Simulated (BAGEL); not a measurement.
# A workflow on singlet CH5Si+

Aim: a single-point energy (singlet CH5Si+, HF/def2-TZVP), then the energy (doublet CH5Si, NEVPT2(3,3)/def2-TZVP), then the energy (doublet CH5Si, CASPT2(3,3)/def2-TZVP) of CH5Si. 

Program for the calculation: BAGEL 1.2.2.

## Step 1: The molecule

The species is CH5Si+ (7 atoms), meant as a singlet with charge +1. As SMILES of the parent species, `C[SiH2]`. The Si2–H6 distance was set to 1.714 Å, away from the relaxed value. That shape belongs to the parent species and isn't relaxed for this state.

Bond lengths: C1–Si2 1.875 Å, C1–H3 1.094 Å, C1–H4 1.092 Å, C1–H5 1.092 Å, Si2–H7 1.490 Å. Angles: C1–Si2–H7 111.8°, Si2–C1–H3 110.5°, Si2–C1–H4 110.8°, Si2–C1–H5 110.8°, H3–C1–H4 108.1°, H3–C1–H5 108.2°, H4–C1–H5 108.3°. A long bond or contact: Si2–H6 1.714 Å.

## Step 2: A single-point energy at HF/def2-TZVP (density fitting with svp-jkfit) (run 1)

job.json reads:

```json
{ "bagel": [

{
  "title": "molecule",
  "basis": "def2-tzvp.json",
  "df_basis": "svp-jkfit",
  "angstrom": true,
  "geometry": [
    { "atom": "C", "xyz": [    0.046548,   -0.924935,    0.176152 ] },
    { "atom": "Si", "xyz": [    0.345348,    0.913065,    0.394952 ] },
    { "atom": "H", "xyz": [   -0.035652,   -1.176635,   -0.885648 ] },
    { "atom": "H", "xyz": [    0.868348,   -1.505035,    0.600452 ] },
    { "atom": "H", "xyz": [   -0.877952,   -1.229435,    0.670452 ] },
    { "atom": "H", "xyz": [   -0.951500,    1.846400,   -0.225700 ] },
    { "atom": "H", "xyz": [    1.619748,    1.346265,   -0.245048 ] }
  ]
},
{
  "title": "hf",
  "charge": 1
},
{
  "title": "print",
  "file": "orbitals.molden",
  "orbitals": true
}

]}
```

The basis set def2-TZVP is read from a file made from the Basis Set Exchange's data (not shown).

On the command line:

```sh
BAGEL_NUM_THREADS=1 BAGEL job.json > job.out
```

Standard output:

```text
* using 1 threads per process

  ===============================================================
  ===============================================================

  *** Geometry ***

  { "atom" : "C", "xyz" : [      0.087963,     -1.747874,      0.332879 ] },
  { "atom" : "Si", "xyz" : [      0.652613,      1.725443,      0.746351 ] },
  { "atom" : "H", "xyz" : [     -0.067373,     -2.223518,     -1.673632 ] },
  { "atom" : "H", "xyz" : [      1.640940,     -2.844104,      1.134690 ] },
  { "atom" : "H", "xyz" : [     -1.659089,     -2.323295,      1.266971 ] },
  { "atom" : "H", "xyz" : [     -1.798074,      3.489190,     -0.426511 ] },
  { "atom" : "H", "xyz" : [      3.060880,      2.544072,     -0.463074 ] },

  Number of auxiliary basis functions:      293

  Since a DF basis is specified, we compute 2- and 3-index integrals:
    o Being stored without compression. Storage requirement is 0.023 GB

  Number of basis functions:       98
  Number of electrons      :       25

    * METHOD: MOLECULE                             0.11

  *** RHF ***

  === Nuclear Repulsion ===
    54.9290538431

      * DIIS with orbital gradients will be used.

  === RHF iteration (def2-tzvp.json) ===
      0       -329.26874324          0.01835606           0.03
      1       -329.37183418          0.00814348           0.03
      2       -329.39142429          0.00171162           0.03
      3       -329.39294846          0.00031237           0.03
      4       -329.39301868          0.00011400           0.03
      5       -329.39303178          0.00004246           0.03
      6       -329.39303382          0.00001394           0.03
      7       -329.39303410          0.00000379           0.03
      8       -329.39303412          0.00000121           0.03
      9       -329.39303412          0.00000034           0.03
     10       -329.39303412          0.00000010           0.03
     11       -329.39303412          0.00000003           0.03
     12       -329.39303412          0.00000001           0.03
     13       -329.39303412          0.00000001           0.03
    * SCF iteration converged.

    * Permanent dipole moment:
           (   -0.133219,    -0.570300,    -0.490023) a.u.

    * METHOD: HF                                   0.52

    * METHOD: PRINT                                0.02

  ===============================================================
```

Run time: 0.81 s. Hardware: 1 thread of Arm Neoverse V1, shared host; peak memory 0.15 GiB.

## Step 3: Doublet neutral CH5Si: the energy at NEVPT2(3,3)/def2-TZVP (density fitting with svp-jkfit) (run 2)

input.json reads:

```json
{ "bagel": [

{
  "title": "molecule",
  "basis": "def2-tzvp.json",
  "df_basis": "svp-jkfit",
  "angstrom": true,
  "geometry": [
    { "atom": "C", "xyz": [       0.046548,      -0.924935,       0.176152 ] },
    { "atom": "Si", "xyz": [       0.345348,       0.913065,       0.394952 ] },
    { "atom": "H", "xyz": [      -0.035652,      -1.176635,      -0.885648 ] },
    { "atom": "H", "xyz": [       0.868348,      -1.505035,       0.600452 ] },
    { "atom": "H", "xyz": [      -0.877952,      -1.229435,       0.670452 ] },
    { "atom": "H", "xyz": [      -0.951500,       1.846400,      -0.225700 ] },
    { "atom": "H", "xyz": [       1.619748,       1.346265,      -0.245048 ] }
  ]
},

{ "title": "hf", "charge": 1 },

{ "title": "casscf", "nstate": 1, "nact": 3, "nclosed": 11, "nspin": 1, "active": [12, 13, 15], "maxiter": 200, "natocc": true },

{
  "title": "nevpt2",
  "nstate": 1,
  "nact": 3,
  "nclosed": 11,
  "nspin": 1,
  "active": [12, 13, 15],
  "maxiter": 200,
  "natocc": true,
  "ncore": 6
},

{ "title": "print", "file": "orbitals.molden", "orbitals": true }

]}
```

The basis set def2-TZVP is read from a file made from the Basis Set Exchange's data (not shown).

On the command line:

```sh
BAGEL_NUM_THREADS=1 BAGEL input.json > input.out
```

Standard output:

```text
* using 1 threads per process

  ===============================================================
  ===============================================================

  *** Geometry ***

  { "atom" : "C", "xyz" : [      0.087963,     -1.747874,      0.332879 ] },
  { "atom" : "Si", "xyz" : [      0.652613,      1.725443,      0.746351 ] },
  { "atom" : "H", "xyz" : [     -0.067373,     -2.223518,     -1.673632 ] },
  { "atom" : "H", "xyz" : [      1.640940,     -2.844104,      1.134690 ] },
  { "atom" : "H", "xyz" : [     -1.659089,     -2.323295,      1.266971 ] },
  { "atom" : "H", "xyz" : [     -1.798074,      3.489190,     -0.426511 ] },
  { "atom" : "H", "xyz" : [      3.060880,      2.544072,     -0.463074 ] },

  Number of auxiliary basis functions:      293

  Since a DF basis is specified, we compute 2- and 3-index integrals:
    o Being stored without compression. Storage requirement is 0.023 GB

  Number of basis functions:       98
  Number of electrons      :       25

    * METHOD: MOLECULE                             0.13

  *** RHF ***

  === Nuclear Repulsion ===
    54.9290538431

      * DIIS with orbital gradients will be used.

  === RHF iteration (def2-tzvp.json) ===
      0       -329.26874324          0.01835606           0.03
      1       -329.37183418          0.00814348           0.03
      2       -329.39142429          0.00171162           0.03
      3       -329.39294846          0.00031237           0.03
      4       -329.39301868          0.00011400           0.03
      5       -329.39303178          0.00004246           0.03
      6       -329.39303382          0.00001394           0.03
      7       -329.39303410          0.00000379           0.03
      8       -329.39303412          0.00000121           0.03
      9       -329.39303412          0.00000034           0.03
     10       -329.39303412          0.00000010           0.03
     11       -329.39303412          0.00000003           0.03
     12       -329.39303412          0.00000001           0.03
     13       -329.39303412          0.00000001           0.03
    * SCF iteration converged.

    * Permanent dipole moment:
           (   -0.133219,    -0.570300,    -0.490023) a.u.

    * METHOD: HF                                   0.52

  ---------------------------
      CASSCF calculation
  ---------------------------

    ==== Active orbitals : =====
         Orbital 12
         Orbital 13
         Orbital 15
    ============================

    * nstate   :      1
    * nclosed  :     11
    * nact     :      3
    * nvirt    :     84
  === CASSCF iteration (def2-tzvp.json) ===

    * Using the second-order algorithm

      0  0      -329.65207580     1.31e-02      0.01

      1  0      -329.68469350     8.47e-04      0.22

      2  0      -329.69830560     1.18e-03      0.19

      3  0      -329.69979208     2.46e-04      0.22

      4  0      -329.69983145     7.37e-05      0.22

      5  0      -329.69983332     2.07e-05      0.22

      6  0      -329.69983344     5.69e-06      0.23

      7  0      -329.69983345     1.57e-06      0.22

      8  0      -329.69983345     4.49e-07      0.23

      9  0      -329.69983345     1.36e-07      0.21

     10  0      -329.69983345     4.34e-08      0.20

     11  0      -329.69983345     1.45e-08      0.18

     12  0      -329.69983345     5.01e-09      0.16

    * Second-order optimization converged. *

     guess   0:   closed 1..                  open .1.

  === FCI iteration ===

      0  0      -329.68189035     4.61e-02      0.00
      1  0      -329.69978695     1.94e-03      0.00
      2  0      -329.69983131     3.60e-04      0.00
      3  0      -329.69983340     4.96e-05      0.00
      4  0      -329.69983345     5.85e-06      0.00
      5  0      -329.69983345     5.50e-07      0.00
      6  0      -329.69983345     2.94e-08      0.00
      7  0 *    -329.69983345     1.27e-15      0.00

     * ci vector, state   0, <S^2> = 0.7500
       2a.    -0.9915969744
       .a2    -0.1199751928

    * METHOD: CASSCF                               2.59

    * freezing 6 orbitals

  === DF-NEVPT2 calculation ===

    * 3-index integral transformation done
    * assembly done

      NEVPT2 correlation energy:   -0.2596632286      0.15

          (+0)     -0.2067282813
          (+0)'    -0.0062464993
          (+1)     -0.0069989226
          (+1)'    -0.0000894866
          (+2)     -0.0001571288
          (-1)     -0.0241988547
          (-1)'    -0.0022655341
          (-2)     -0.0129785213

      NEVPT2 total energy:       -329.9594966767

    * METHOD: NEVPT2                               0.23

    * METHOD: PRINT                                0.02

  ===============================================================
```

It took 3.9 s on 1 thread of Arm Neoverse V1, shared host; peak memory 0.15 GiB.

## Step 4: Doublet neutral CH5Si: a single-point energy at CASPT2(3,3)/def2-TZVP (density fitting with svp-jkfit) (run 3)

Changes to job.json since step 2:

```diff
@@ -6,3 +6,3 @@
   "df_basis": "svp-jkfit",
-  "angstrom": true,
+  "angstrom": "true",
   "geometry": [
@@ -22,5 +22,26 @@
 {
+  "title": "casscf",
+  "nstate": 1,
+  "nact": 3,
+  "nclosed": 11,
+  "charge": 0,
+  "nspin": 1,
+  "active": [12, 13, 15],
+  "maxiter": 200,
+  "natocc": "true"
+},
+{
   "title": "print",
   "file": "orbitals.molden",
-  "orbitals": true
+  "orbitals": "true"
+},
+{
+  "title": "smith",
+  "method": "caspt2",
+  "ms": "true",
+  "xms": "true",
+  "sssr": "true",
+  "shift": 0.2,
+  "shift_imag": "true",
+  "ncore": 6
 }
```

The basis set def2-TZVP is read from a file made from the Basis Set Exchange's data (not shown).

On the command line:

```sh
BAGEL_NUM_THREADS=1 BAGEL job.json > job.out
```

Standard output:

```text
* using 1 threads per process

  ===============================================================
  ===============================================================

  *** Geometry ***

  { "atom" : "C", "xyz" : [      0.087963,     -1.747874,      0.332879 ] },
  { "atom" : "Si", "xyz" : [      0.652613,      1.725443,      0.746351 ] },
  { "atom" : "H", "xyz" : [     -0.067373,     -2.223518,     -1.673632 ] },
  { "atom" : "H", "xyz" : [      1.640940,     -2.844104,      1.134690 ] },
  { "atom" : "H", "xyz" : [     -1.659089,     -2.323295,      1.266971 ] },
  { "atom" : "H", "xyz" : [     -1.798074,      3.489190,     -0.426511 ] },
  { "atom" : "H", "xyz" : [      3.060880,      2.544072,     -0.463074 ] },

  Number of auxiliary basis functions:      293

  Since a DF basis is specified, we compute 2- and 3-index integrals:
    o Being stored without compression. Storage requirement is 0.023 GB

  Number of basis functions:       98
  Number of electrons      :       25

    * METHOD: MOLECULE                             0.11

  *** RHF ***

  === Nuclear Repulsion ===
    54.9290538431

      * DIIS with orbital gradients will be used.

  === RHF iteration (def2-tzvp.json) ===
      0       -329.26874324          0.01835606           0.03
      1       -329.37183418          0.00814348           0.03
      2       -329.39142429          0.00171162           0.03
      3       -329.39294846          0.00031237           0.03
      4       -329.39301868          0.00011400           0.03
      5       -329.39303178          0.00004246           0.03
      6       -329.39303382          0.00001394           0.03
      7       -329.39303410          0.00000379           0.03
      8       -329.39303412          0.00000121           0.03
      9       -329.39303412          0.00000034           0.03
     10       -329.39303412          0.00000010           0.03
     11       -329.39303412          0.00000003           0.03
     12       -329.39303412          0.00000001           0.03
     13       -329.39303412          0.00000001           0.03
    * SCF iteration converged.

    * Permanent dipole moment:
           (   -0.133219,    -0.570300,    -0.490023) a.u.

    * METHOD: HF                                   0.51

  ---------------------------
      CASSCF calculation
  ---------------------------

    ==== Active orbitals : =====
         Orbital 12
         Orbital 13
         Orbital 15
    ============================

    * nstate   :      1
    * nclosed  :     11
    * nact     :      3
    * nvirt    :     84
  === CASSCF iteration (def2-tzvp.json) ===

    * Using the second-order algorithm

      0  0      -329.65207580     1.31e-02      0.01

      1  0      -329.68469350     8.47e-04      0.22

      2  0      -329.69830560     1.18e-03      0.20

      3  0      -329.69979208     2.46e-04      0.23

      4  0      -329.69983145     7.37e-05      0.22

      5  0      -329.69983332     2.07e-05      0.22

      6  0      -329.69983344     5.69e-06      0.23

      7  0      -329.69983345     1.57e-06      0.22

      8  0      -329.69983345     4.49e-07      0.23

      9  0      -329.69983345     1.36e-07      0.21

     10  0      -329.69983345     4.34e-08      0.20

     11  0      -329.69983345     1.45e-08      0.18

     12  0      -329.69983345     5.01e-09      0.17

    * Second-order optimization converged. *

     guess   0:   closed 1..                  open .1.

  === FCI iteration ===

      0  0      -329.68189035     4.61e-02      0.00
      1  0      -329.69978695     1.94e-03      0.00
      2  0      -329.69983131     3.60e-04      0.00
      3  0      -329.69983340     4.96e-05      0.00
      4  0      -329.69983345     5.85e-06      0.00
      5  0      -329.69983345     5.50e-07      0.00
      6  0      -329.69983345     2.94e-08      0.00
      7  0 *    -329.69983345     1.27e-15      0.00

     * ci vector, state   0, <S^2> = 0.7500
       2a.    -0.9915969744
       .a2    -0.1199751928

    * METHOD: CASSCF                               2.61

    * METHOD: PRINT                                0.02

  === SMITH program ===

    * freezing 6 orbitals

    * Approximate memory requirement for SMITH calulation per MPI process:
      o Storage requirement for T-amplitude, lambda, and residual is 0.01 GB
      o Storage requirement for MO integrals is 0.00 GB
    * Calculating and saving rdm4f

    * Zeroth order energy : state  0       -1.0311078200

    * CASPT2 iteration is performed using orthogonal basis

      -------------------------------------------  CASPT2 iteration  ---------------------------------------------------
       #      aibj      arbs      arbi      airj      risj      airs      arst      rist         Etot      error   time
      ------------------------------------------------------------------------------------------------------------------

       0  -0.20643  -0.01615  -0.02602  -0.00795  -0.00024  -0.00589  -0.00223  -0.00008   -0.2649729  0.0012815   0.08
       1  -0.20657  -0.01622  -0.02608  -0.00807  -0.00026  -0.00605  -0.00229  -0.00008   -0.2656203  0.0002488   0.06
       2  -0.20657  -0.01623  -0.02608  -0.00807  -0.00026  -0.00605  -0.00229  -0.00009   -0.2656456  0.0000518   0.07
       3  -0.20657  -0.01623  -0.02609  -0.00807  -0.00026  -0.00605  -0.00229  -0.00008   -0.2656465  0.0000110   0.07
       4  -0.20657  -0.01623  -0.02609  -0.00807  -0.00026  -0.00605  -0.00229  -0.00008   -0.2656466  0.0000022   0.07
       5  -0.20657  -0.01623  -0.02609  -0.00807  -0.00026  -0.00605  -0.00229  -0.00008   -0.2656466  0.0000004   0.07

      ------------------------------------------------------------------------------------------------------------------

    * CASPT2 energy : state  0     -329.9673532467
        w/o shift correction       -329.9654800254
        reference weight              0.9085962574

    * METHOD: SMITH                                0.56

  ===============================================================
```

It took 4.2 s on 1 thread of Arm Neoverse V1, shared host; peak memory 0.15 GiB.

## Step 5: Results

| quantity | value |
| --- | --- |
| run 1, HF/def2-TZVP: total energy | -329.39303 Eh |
| run 1, HF/def2-TZVP: HOMO energy | -18.51 eV |
| run 1, HF/def2-TZVP: LUMO energy | -6.99 eV |
| run 1, HF/def2-TZVP: HOMO–LUMO gap | 11.52 eV |
| doublet neutral CH5Si, run 2: total energy | -329.95950 Eh |
| doublet neutral CH5Si, run 3: total energy | -329.96735 Eh |
